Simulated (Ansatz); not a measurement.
Diamond-structure Si, treated with r²SCANh (plane waves, PAW; Ansatz, a first-principles code).

Run with plane-wave cutoff 520 eV, 8×8×8 k mesh, Fermi–Dirac smearing 0.01 eV, scalar-relativistic PAW data made under PBE.

Pressure at four volumes; x = ln(V/20.155 Å³). One pressure is withheld.

| V (Å³/atom) | x | P (GPa) |
|---|---|---|
| 19.079 | -0.0549 | ? |
| 19.581 | -0.0289 | 2.68 |
| 20.155 | 0.0000 | -0.33 |
| 21.087 | 0.0452 | -4.37 |

Question: Pass a parabola P(x) through the three rows shown, estimate the bulk modulus and its pressure derivative near zero pressure, and predict the withheld pressure.

Answer: Slopes between the rows: (-0.33 − (2.68))/(0.0000 − (-0.0289)) = -104.15 and (-4.37 − (-0.33))/(0.0452 − (0.0000)) = -89.38 GPa. Their difference over the span 0.0741 is c = 14.77/0.0741 = 199.3 GPa, so P(x) = 2.68 + (-104.15)(x − (-0.0289)) + 199.3 (x − (-0.0289))(x − (0.0000)). At the middle row B = −dP/dx = −[-104.15 + 199.3 × 0.0289] = 98.4 GPa, and B′ = dB/dP = 2c/B = 4.1. At x = -0.0549 the parabola gives 5.67 GPa; the run gives 5.70 GPa. The Birch–Murnaghan fit to the energies at all volumes has B0 = 99.6 GPa and B′ = 4.2.

Measured, for comparison: bulk modulus 101 GPa (0 K value with zero-point phonon effects removed; as tabulated in Sun et al. (2011), doi:10.1103/physrevb.84.035117). Computed (rounded) less measured: bulk modulus -1 %.
